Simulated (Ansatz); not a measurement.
# Si₂+ (quartet): the correlation ladder at distance Si1–Si2 = 5.072 Å, cc-pVDZ

Aim: climb from Hartree-Fock through coupled cluster and multireference methods for Si₂+ (quartet) at one geometry and basis, and see what each rung misses.

Method: cc-pVDZ, core rule «outside noble gas», up to 10 orbitals frozen; program: Ansatz 0.2.0, Gaussian basis.

The runs, in order: UHF; CCSD(T) on ROHF; CCSD(T) on UHF; BCCD(T) on ROHF; CISD; CCSDT(Q) on ROHF; CCSDT(Q) on UHF; CISDTQ; CASSCF and MRCISD+Q, 5 electrons in 5 orbitals; CASSCF and NEVPT2, 5 electrons in 5 orbitals; CASSCF and MRCISD+Q, 7 electrons in 8 orbitals; CASSCF and NEVPT2, 7 electrons in 8 orbitals; Full CI.

22 further runs of the same task are left out: 17 that didn't finish, 5 set aside as unsound or not needed.

## Step 1: The geometry

The geometry derives from a PBE0/def2-TZVP stationary point (not a proven minimum). One bond is set to the value named and the two fragments are kept rigid.

2 atoms, charge 1, spin multiplicity 4.

Atoms are counted from 1 here; the program's logs count them from 0.

No contacts short enough for the rule that draws bonds.

## Step 2: UHF

The input, in.yaml:

```yaml
crystal:
  periodic: [false, false, false]
  atoms:
    - {symbol: Si, position_ang: [0.000000, 0.000000, 0.000000]}
    - {symbol: Si, position_ang: [0.000000, 0.000000, 5.072000]}
basis:
  gaussian: {orbitals: cc-pVDZ}
total_charge: 1
magnetization: {spin_polarized: true, initial_magnetization: 3}
hamiltonian: {xc: hf}
output: {orbitals: {seedname: orbitals}}
```

Run with:

```bash
> ansatz run in.yaml --threads 1 --pin off --events-out ev --progress --plain --max-ram 2393MiB
```

The runs that follow: CCSD(T) on ROHF; CCSD(T) on UHF; BCCD(T) on ROHF; CISD; CCSDT(Q) on ROHF; CCSDT(Q) on UHF; CISDTQ; CASSCF and MRCISD+Q, 5 electrons in 5 orbitals; CASSCF and NEVPT2, 5 electrons in 5 orbitals; CASSCF and MRCISD+Q, 7 electrons in 8 orbitals; CASSCF and NEVPT2, 7 electrons in 8 orbitals; Full CI.

Q: Predict the results of all the runs planned. Wanted: FCI below the RHF energy; RMP2 from FCI; UMP2 from FCI; RCCSD from FCI; RCCSD(T) from FCI; UCCSD(T) from FCI; RCCSDT(Q) from FCI; UCCSDT(Q) from FCI; NEVPT2 pair from FCI.

The runs gave:

| quantity | value |
| --- | --- |
| FCI below the RHF energy | -3.6240 eV |
| RMP2 from FCI | +1151.3 meV |
| UMP2 from FCI | +1183.3 meV |
| RCCSD from FCI | +117.8 meV |
| RCCSD(T) from FCI | +40.2 meV |
| UCCSD(T) from FCI | +41.3 meV |
| RCCSDT(Q) from FCI | +6.1 meV |
| UCCSDT(Q) from FCI | +5.9 meV |
| NEVPT2 pair from FCI | +1088.9 meV |
| MRCISD+Q pair from FCI | -12.6 meV |
| levels within 1 kcal/mol (43 meV) | RCCSD(T), UCCSD(T), BCCD(T), RCCSDT, UCCSDT, CISDTQ, RCCSDT(Q), UCCSDT(Q), MRCISD+Q pair |
| T1 diagnostic | 0.073 |
| effectively unpaired electrons | 3.37 |

In words: RCCSD(T) lands +40.2 meV from the yardstick (1.1 % of the correlation energy). MRCISD+Q pair falls below full CI: the +Q correction isn't variational, and the cores differ from full CI's. The occupations show some static correlation. Of the multireference levels listed MRCISD+Q pair comes nearest in total energy (-12.6 meV), which doesn't show that its space is the better one. These misses are within one basis, not against nature; the frozen cores of restricted and unrestricted runs differ, which can shift their rows.
